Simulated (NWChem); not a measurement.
Everything below was run with NWChem. System: phosphine (H3P), charge 0, spin multiplicity 1, at a geometry optimised with PBE0/def2-SVP. Level: RHF/3-21G.

Input file:

```
start mol
memory heap 200 mb stack 800 mb global 1000 mb
geometry units angstroms nocenter noautoz
  P     -0.130235    -0.003352     0.000000
  H      0.666565    -0.580989     1.035668
  H      0.666565    -0.580989    -1.035668
  H      0.620396     1.212263     0.000000
  symmetry group Cs
end
basis spherical
  * library 3-21g
end
scf
  rhf
  nopen 0
  maxiter 100
  thresh 1e-7
  semidirect memsize 60000000 filesize 0
end
task scf energy
```

Output (cleaned and shortened):

```
             Northwest Computational Chemistry Package (NWChem) 7.3.0
             --------------------------------------------------------

                                NWChem Input Module
                                -------------------

 Scaling coordinates for geometry "geometry" by  1.889725989
 (inverse scale =  0.529177249)

 Turning off AUTOSYM since
 SYMMETRY directive was detected!

                             Geometry "geometry" -> ""
                             -------------------------

 Output coordinates in angstroms (scale by  1.889725989 to convert to a.u.)

  No.       Tag          Charge          X              Y              Z
 ---- ---------------- ---------- -------------- -------------- --------------
    1 P                   15.0000    -0.13023500    -0.00335200     0.00000000
    2 H                    1.0000     0.66656500    -0.58098900     1.03566800
    3 H                    1.0000     0.66656500    -0.58098900    -1.03566800
    4 H                    1.0000     0.62039600     1.21226300     0.00000000

 Effective nuclear repulsion energy (a.u.)      17.4340881334

            Nuclear Dipole moment (a.u.)
            ----------------------------
        X                 Y               Z
 ---------------- ---------------- ----------------
     0.0000018897     0.0000094486     0.0000000000

      Symmetry information
      --------------------

 Group name             Cs
 Group number              2
 Group order               2
 No. of unique centers     3

      Symmetry unique atoms

     1    2    4


 Summary of "ao basis" -> "" (spherical)
 ------------------------------------------------------------------------------
       Tag                 Description            Shells   Functions and Types
 ---------------- ------------------------------  ------  ---------------------
 *                           3-21g                    on all atoms

 Summary of "ao basis" -> "ao basis" (spherical)
 ------------------------------------------------------------------------------
       Tag                 Description            Shells   Functions and Types
 ---------------- ------------------------------  ------  ---------------------
 P                           3-21g                   7       13   4s3p
 H                           3-21g                   2        2   2s

                                 NWChem SCF Module
                                 -----------------

  ao basis        = "ao basis"
  functions       =    19
  atoms           =     4
  closed shells   =     9
  open shells     =     0
  charge          =   0.00
  wavefunction    = RHF
  use symmetry    = T
  symmetry adapt  = T

 Summary of "ao basis" -> "ao basis" (spherical)
 ------------------------------------------------------------------------------
       Tag                 Description            Shells   Functions and Types
 ---------------- ------------------------------  ------  ---------------------
 P                           3-21g                   7       13   4s3p
 H                           3-21g                   2        2   2s

      Symmetry analysis of basis
      --------------------------

        a'         14
        a"          5

 Forming initial guess at       0.0s

      Superposition of Atomic Density Guess
      -------------------------------------

 Sum of atomic energies:        -340.42973375

      Non-variational initial energy
      ------------------------------

 Total energy =    -340.603866
[...]
 Maximum no. of iterations :          100
 Final Fock-matrix accuracy:          1.000E-09
 ----------------------------------------------

              iter       energy          gnorm     gmax       time
             ----- ------------------- --------- --------- --------
                 1     -340.6931072798  2.73D-01  1.23D-01      0.1
                 2     -340.7032395783  5.28D-02  2.41D-02      0.1
                 3     -340.7037286749  2.55D-03  1.53D-03      0.1
                 4     -340.7037298060  1.26D-06  5.98D-07      0.1
                 5     -340.7037298060  8.95D-09  3.85D-09      0.1

       Final RHF  results
       ------------------

         Total SCF energy =   -340.703729805998
      One-electron energy =   -505.880842146898
      Two-electron energy =    147.743024207516
 Nuclear repulsion energy =     17.434088133384

        Time for solution =      0.0s

       Symmetry analysis of molecular orbitals - final
       -----------------------------------------------

  Numbering of irreducible representations:

     1 a'          2 a"

  Orbital symmetries:

     1 a'          2 a'          3 a'          4 a"          5 a'
     6 a'          7 a'          8 a"          9 a'         10 a"
    11 a'         12 a'         13 a'         14 a"         15 a'
    16 a'         17 a'         18 a"         19 a'

             Final eigenvalues
             -----------------

              1
    1  -79.3887
    2   -7.4630
    3   -5.3469
    4   -5.3469
    5   -5.3445
    6   -0.8769
    7   -0.5207
    8   -0.5207
    9   -0.3892
   10    0.1759
   11    0.1759
   12    0.2698
   13    0.6058
   14    0.6058
   15    0.6320
   16    0.7382
   17    1.2115
   18    1.2553
   19    1.2553

                       ROHF Final Molecular Orbital Analysis
                       -------------------------------------

 Vector    7  Occ=2.000000D+00  E=-5.206858D-01  Symmetry=a'
              MO Center=  3.4D-01,  3.7D-01, -4.8D-14, r^2= 1.9D+00
   Bfn.  Coefficient  Atom+Function         Bfn.  Coefficient  Atom+Function
  ----- ------------  ---------------      ----- ------------  ---------------
    19      0.378652  4 H  s                  8      0.363068  1 P  py
    18      0.249288  4 H  s                 15     -0.189327  2 H  s
    17     -0.189327  3 H  s                  4     -0.183927  1 P  py
    12      0.183264  1 P  py

 Vector    8  Occ=2.000000D+00  E=-5.206840D-01  Symmetry=a"
              MO Center=  3.5D-01, -3.5D-01,  1.3D-13, r^2= 1.9D+00
   Bfn.  Coefficient  Atom+Function         Bfn.  Coefficient  Atom+Function
  ----- ------------  ---------------      ----- ------------  ---------------
     9      0.363188  1 P  pz                15      0.327924  2 H  s
    17     -0.327924  3 H  s                 14      0.215890  2 H  s
    16     -0.215890  3 H  s                  5     -0.183988  1 P  pz
    13      0.183327  1 P  pz

 Vector    9  Occ=2.000000D+00  E=-3.891889D-01  Symmetry=a'
              MO Center= -4.3D-01, -1.1D-02, -7.0D-16, r^2= 1.7D+00
   Bfn.  Coefficient  Atom+Function         Bfn.  Coefficient  Atom+Function
  ----- ------------  ---------------      ----- ------------  ---------------
    11      0.446714  1 P  px                 7      0.406946  1 P  px
    10     -0.403332  1 P  s                  6     -0.212896  1 P  s
     3     -0.206689  1 P  px                 2      0.173405  1 P  s

 Vector   10  Occ=0.000000D+00  E= 1.758547D-01  Symmetry=a"
              MO Center= -1.2D-02, -8.9D-02,  1.3D-13, r^2= 3.1D+00
   Bfn.  Coefficient  Atom+Function         Bfn.  Coefficient  Atom+Function
  ----- ------------  ---------------      ----- ------------  ---------------
    13      1.231804  1 P  pz                15     -0.973562  2 H  s
    17      0.973562  3 H  s                  9      0.246078  1 P  pz

 Vector   11  Occ=0.000000D+00  E= 1.758560D-01  Symmetry=a'
              MO Center= -1.7D-02,  8.8D-02,  1.0D-13, r^2= 3.1D+00
   Bfn.  Coefficient  Atom+Function         Bfn.  Coefficient  Atom+Function
  ----- ------------  ---------------      ----- ------------  ---------------
    12      1.231406  1 P  py                19     -1.124185  4 H  s
    15      0.562082  2 H  s                 17      0.562082  3 H  s
     8      0.245997  1 P  py

 Vector   12  Occ=0.000000D+00  E= 2.698162D-01  Symmetry=a'
              MO Center=  4.0D-01,  1.0D-02,  2.4D-16, r^2= 3.3D+00
   Bfn.  Coefficient  Atom+Function         Bfn.  Coefficient  Atom+Function
  ----- ------------  ---------------      ----- ------------  ---------------
    10      1.741706  1 P  s                 11      1.244511  1 P  px
    15     -1.209374  2 H  s                 17     -1.209374  3 H  s
    19     -1.209355  4 H  s                  6      0.374752  1 P  s
     2     -0.273076  1 P  s                  7      0.254336  1 P  px

 center of mass
 --------------
 x =  -0.11478547 y =  -0.00295408 z =   0.00000000

 moments of inertia (a.u.)
 ------------------
          15.440310016461           0.044042159728           0.000000000000
           0.044042159728          13.732143513440           0.000000000000
           0.000000000000           0.000000000000          13.731151940919

  Mulliken analysis of the total density
  --------------------------------------

    Atom       Charge   Shell Charges
 -----------   ------   -------------------------------------------------------
    1 P   15    14.92   2.00  1.97  5.87  0.82  1.85  1.00  1.41
    2 H    1     1.03   0.43  0.60
    3 H    1     1.03   0.43  0.60
    4 H    1     1.03   0.43  0.60

       Multipole analysis of the density wrt the origin
       ------------------------------------------------

     L   x y z        total         open         nuclear
     -   - - -        -----         ----         -------
     0   0 0 0     -0.000000      0.000000     18.000000

     1   1 0 0      0.452873      0.000000      0.000002
     1   0 1 0      0.011661      0.000000      0.000009
     1   0 0 1     -0.000000      0.000000      0.000000

     2   2 0 0    -13.347331      0.000000      5.456323
     2   1 1 0     -0.047437      0.000000     -0.056789
     2   1 0 1     -0.000000      0.000000      0.000000
     2   0 2 0    -11.506068      0.000000      7.659385
     2   0 1 1      0.000000      0.000000      0.000000
     2   0 0 2    -11.504867      0.000000      7.660706

 Task  times  cpu:        0.1s     wall:        0.1s

 Total times  cpu:        0.1s     wall:        0.1s
```
